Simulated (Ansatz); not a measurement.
**NaO+ (singlet): from Hartree-Fock to the top rungs at distance O1–Na2 = 2.516 Å, cc-pVDZ**

How much of the correlation energy of NaO+ (singlet) does each wave-function method recover here?

Method: cc-pVDZ, core rule «outside noble gas», up to 6 orbitals frozen; program: Ansatz 0.2.0, Gaussian basis.

The runs, in order: UHF; CCSD(T) on RHF; CCSD(T) on UHF; BCCD(T) on RHF; CISD; CCSDT(Q) on RHF; CCSDT(Q) on UHF; CCSDTQ on RHF; CASSCF and MRCISD+Q, 2 electrons in 2 orbitals; CASSCF and NEVPT2, 2 electrons in 2 orbitals; Full CI.

69 further runs of the same task are left out: 45 for a known fault of the program, 18 that didn't finish, 6 set aside as unsound or not needed.

### 1 The geometry

The geometry derives from a PBE0/def2-TZVP stationary point (not a proven minimum). One bond is set to the value named and the two fragments are kept rigid.

2 atoms, charge 1, spin multiplicity 1.

Atoms are counted from 1 here; the program's logs count them from 0.

Bond lengths: O1–Na2 2.516 Å.

### 2 UHF

The input, in.yaml:

```yaml
crystal:
  periodic: [false, false, false]
  atoms:
    - {symbol: O, position_ang: [0.000000, 0.000000, 0.000000]}
    - {symbol: Na, position_ang: [0.000000, 0.000000, 2.515800]}
basis:
  gaussian: {orbitals: cc-pVDZ}
total_charge: 1
magnetization: {spin_polarized: true, initial_magnetization: 0}
hamiltonian: {xc: hf}
output: {orbitals: {seedname: orbitals}}
```

Command:

```console
ansatz run in.yaml --threads 1 --pin off --events-out ev --progress --plain --max-ram 2393MiB
```

Further steps of the session: CCSD(T) on RHF; CCSD(T) on UHF; BCCD(T) on RHF; CISD; CCSDT(Q) on RHF; CCSDT(Q) on UHF; CCSDTQ on RHF; CASSCF and MRCISD+Q, 2 electrons in 2 orbitals; CASSCF and NEVPT2, 2 electrons in 2 orbitals; Full CI.

**Question.** What will the summary of the whole plan be? Wanted: FCI below the RHF energy; RMP2 from FCI; RCCSD from FCI; RCCSD(T) from FCI; RCCSDT(Q) from FCI; NEVPT2 pair from FCI; MRCISD+Q pair from FCI; T1 diagnostic; effectively unpaired electrons.

The runs gave:

| quantity | value |
| --- | --- |
| FCI below the RHF energy | -4.5794 eV |
| RMP2 from FCI | +1289.0 meV |
| RCCSD from FCI | +376.7 meV |
| RCCSD(T) from FCI | +185.9 meV |
| RCCSDT(Q) from FCI | -2.6 meV |
| NEVPT2 pair from FCI | +407.1 meV |
| MRCISD+Q pair from FCI | -15.5 meV |
| levels within 1 kcal/mol (43 meV) | RCCSDT, RCCSDT(Q), RCCSDTQ, MRCISD+Q pair |
| T1 diagnostic | 0.006 |
| effectively unpaired electrons | 2.01 |

**Reading.** RCCSD(T) lands +185.9 meV from the yardstick (4.1 % of the correlation energy). RCCSDT(Q), MRCISD+Q pair fall below full CI, which methods that aren't variational can do. The occupations show strong static correlation (2.0 unpaired electrons where one determinant has 0). Of the multireference levels listed MRCISD+Q pair comes nearest in total energy (-15.5 meV), which doesn't show that its space is the better one. These misses are within one basis, not against nature.
